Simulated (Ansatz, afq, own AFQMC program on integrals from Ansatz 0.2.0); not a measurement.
GeH$_{5}$O, doublet: AFQMC among the cluster methods

```xyz
7

O    -2.2785   -0.0100    0.0000
H    -2.5278    0.9166    0.0000
H    -1.1045   -0.0100    0.0000
Ge    0.5115   -0.0100    0.0000
H     0.9801   -1.4759    0.0000
H     0.9801    0.7230   -1.2695
H     0.9801    0.7230    1.2695
```

Basis cc-pVDZ. Only valence electrons are correlated. Integrals, coupled cluster, full CI and functionals: Ansatz 0.2.0; the random walks run on the same integrals in our own AFQMC program. ph-AFQMC/CISD is guided by a CISD state made of CCSD amplitudes; releasing the constraint for a short imaginary time cuts its bias at the price of noise, slowly where states lie close. ± is one standard error of the sampling. No spin–orbit coupling.

Determinant: UHF, the one that the program's search chose, which needn't be the lowest solution. The geometry is a point of a scan.

No full CI on the walks' own integrals is used here; CCSDT(Q) serves as the reference and is uncertain by about the last step of the cluster series.

Cautions: no relativity below Rb; no spin-orbit coupling; inner d shell frozen.

```
T1 diagnostic                               : 0.0176
weight of the determinant in the CISD state : 0.870
⟨S²⟩ of the determinant                     : 0.780
size of the correlated space                : 15 electrons in 51 orbitals
```

```json
{"level": "MP2", "correlation energy (eV)": "-8.1795"}
{"level": "CCSD", "correlation energy (eV)": "-9.2184"}
{"level": "CCSD(T)", "correlation energy (eV)": "-9.4061"}
```

Question: Estimate where AFQMC with the constraint released lies against CCSD(T) on the same integrals.

Answer: 42.1 ± 4.7 meV below CCSD(T).

Reference: CCSDT(Q), correlation energy -9.451 eV. The released energy is read at 1.50 1/Eh (meV from the phaseless value at times in 1/Eh: -2 ± 5 at 0.24, -5 ± 3 at 0.51, -10 ± 6 at 0.99, -2 ± 5 at 1.50).

| level | E − E(reference) (meV) | share of correlation (%) |
| --- | --- | --- |
| CCSD(T) | 44.6 | 99.53 |
| CCSDT | 19.3 | 99.80 |
| ph-AFQMC/CISD | 4.5 ± 4.9 | 99.95 |
| released AFQMC | 2.4 ± 4.7 | 99.97 |

A walk keeps the symmetry of its determinant, which the program's search chose and which needn't be the lowest solution, so a lower state of the same spin and another symmetry isn't excluded. Released energies are given only where the last usable release times agree within the noise; a slower fall can still hide under it.
